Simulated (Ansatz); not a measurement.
A nudged elastic band was laid between two geometries of BH4N (6 atoms, charge 0, multiplicity 1).

Method: RKS revPBE/def2-SVP (Ansatz).

* movable images: 5
* climbing image: yes
* spring: 5.0 eV/Å²
* optimiser: quadratic models (default)
* start path: through a guess of the saddle point
* force threshold: 0.03 eV/Å
* iteration limit: 60
* end points: relaxed

Initial state:

```xyz
6
Properties=species:S:1:pos:R:3
B 0.434 0.016 0.106
N 0.725 -0.017 1.475
H 0.015 -0.138 2.199
H 1.669 0.080 1.852
H 1.346 0.166 -0.689
H -0.724 -0.107 -0.256
```

Final state:

```xyz
6
Properties=species:S:1:pos:R:3
B 0.058 0.370 -0.353
N 0.932 -0.140 1.009
H 0.554 -0.741 1.785
H 1.190 0.779 1.420
H 1.828 -0.539 0.701
H -1.099 0.272 0.126
```

Task: Which bonds break or form, and what moves?

Result: Bonds broken: B1–H5. Bonds formed: N2–H5.

Task: What energy profile does the band end with?

Result: The forces met the threshold. The highest image is number 3 of 0 to 6, 453.5 kJ/mol above the first end and 24.9 kJ/mol above the last; the last end lies 428.5 kJ/mol above the first. Neighbouring images differ by up to 2.2 eV, so the band resolves the path poorly. A vibrational analysis at the climbing image gives one clearly imaginary mode, 1202i cm⁻¹: a first-order saddle point. The orbitals stay closed-shell, which can raise the energy where a bond breaks towards radicals; this wasn't checked here.

```json
{"image": "0", "path coordinate (Å)": "0.00", "energy (kJ/mol)": "0.0", "B1–H5 (Å)": "1.22", "N2–H5 (Å)": "2.26"}
{"image": "1", "path coordinate (Å)": "0.57", "energy (kJ/mol)": "51.4", "B1–H5 (Å)": "1.21", "N2–H5 (Å)": "2.05"}
{"image": "2", "path coordinate (Å)": "1.14", "energy (kJ/mol)": "259.1", "B1–H5 (Å)": "1.27", "N2–H5 (Å)": "1.65"}
{"image": "3", "path coordinate (Å)": "1.71", "energy (kJ/mol)": "453.5", "B1–H5 (Å)": "1.58", "N2–H5 (Å)": "1.15"}
{"image": "4", "path coordinate (Å)": "2.13", "energy (kJ/mol)": "429.4", "B1–H5 (Å)": "2.05", "N2–H5 (Å)": "1.04"}
{"image": "5", "path coordinate (Å)": "2.56", "energy (kJ/mol)": "429.1", "B1–H5 (Å)": "2.19", "N2–H5 (Å)": "1.03"}
{"image": "6", "path coordinate (Å)": "2.99", "energy (kJ/mol)": "428.5", "B1–H5 (Å)": "2.25", "N2–H5 (Å)": "1.03"}
```

Task: What is the geometry of the highest image?

Result: 
```xyz
6
Properties=species:S:1:pos:R:3
B 0.229 0.539 -0.130
N 0.808 -0.030 1.195
H 0.334 -0.612 1.946
H 1.582 0.504 1.610
H 1.403 -0.436 0.299
H -0.894 0.036 -0.233
```

The band took 15 iterations and of the order of 40 core-seconds.

Time of the run: 45 s on 1 thread of Arm Neoverse V2, on a shared host, peak memory 0.091 GiB.
